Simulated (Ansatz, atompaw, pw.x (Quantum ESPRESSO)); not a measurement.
## What a changed setting does to a pw.x run (diamond H)

Potential: PAW, atompaw 4.2.0.5, PBEsol; core none, reference 1s1; waves: 1s (bound): rc 1.50 bohr; 1s channel at -0.05 Ry: rc 1.50 bohr; 2p channel at -0.05 Ry: rc 1.25 bohr; local part: bessel scheme, radius 1.40 bohr; core correction: none; augmentation: sinc compensation charge, radius 1.30 bohr; PAW radius 1.50 bohr; waves and projectors: custom rrkj vanderbiltortho.

The reference run (k-mesh 15³, cutoffs 40/400 Ry, Fermi–Dirac 0.01 Ry, mixing_beta 0.4, conv_thr 1e-9, no spin) gives 0.90 GPa at 3.355 Å³/atom, where all-electron LAPW gives -0.03 GPa. This run, with its own iteration cap, changes k-mesh points per axis to 4.

```
&control
  calculation='scf', prefix='x', pseudo_dir='./', outdir='./tmp', tstress=.true., disk_io='none'
/
&system
  ibrav=0, nat=2, ntyp=1, ecutwfc=40, ecutrho=400, nbnd=8,
  occupations='smearing', smearing='fd', degauss=0.01
/
&electrons
  conv_thr=1e-09, mixing_beta=0.4, electron_maxstep=50
/
ATOMIC_SPECIES
H 1.0 H.UPF
CELL_PARAMETERS angstrom
  0.00000000 1.49703116 1.49703116
  1.49703116 0.00000000 1.49703116
  1.49703116 1.49703116 0.00000000
ATOMIC_POSITIONS crystal
H 0.0000 0.0000 0.0000
H 0.2500 0.2500 0.2500
K_POINTS automatic
4 4 4 0 0 0
```

```bash
pw.x < H.scf.in > H.scf.out
```

How does the run end?

It converges in 5 iterations; the free energy moves by +72.6 meV/atom and the pressure by -3.87 GPa.

```
Message from routine setup:
     using ibrav=0 with symmetry is DISCOURAGED, use correct ibrav instead
     lattice parameter (alat)  =       4.0008  a.u.
     unit-cell volume          =      45.2813 (a.u.)^3
     number of electrons       =         2.00
     number of Kohn-Sham states=            8
     kinetic-energy cutoff     =      40.0000  Ry
     charge density cutoff     =     400.0000  Ry
     scf convergence threshold =      1.0E-09
     Exchange-correlation= SLA PW PSX PSC
     number of k points=     8  Fermi-Dirac smearing, width (Ry)=  0.0100
     iteration #  1     ecut=    40.00 Ry     beta= 0.40
     total energy              =      -2.19256197 Ry
     estimated scf accuracy    <       0.00282518 Ry
     iteration #  2     ecut=    40.00 Ry     beta= 0.40
     total energy              =      -2.19224349 Ry
     estimated scf accuracy    <       0.00093497 Ry
     iteration #  3     ecut=    40.00 Ry     beta= 0.40
     total energy              =      -2.19225233 Ry
     estimated scf accuracy    <       0.00000050 Ry
     iteration #  4     ecut=    40.00 Ry     beta= 0.40
     total energy              =      -2.19225220 Ry
     estimated scf accuracy    <       0.00000068 Ry
     iteration #  5     ecut=    40.00 Ry     beta= 0.40
     the Fermi energy is     3.1358 ev
!    total energy              =      -2.19225221 Ry
     estimated scf accuracy    <          2.0E-10 Ry
     smearing contrib. (-TS)   =      -0.00170842 Ry
     convergence has been achieved in   5 iterations
          total   stress  (Ry/bohr**3)                   (kbar)     P=      -29.65
     Message from routine punch:
     Nothing written, as per user request (disk_io='none')
```

The run took about 1.9 s on one core of a shared host (Intel(R) Xeon(R) Platinum 8488C, 96 threads, 372 GiB, load 59).
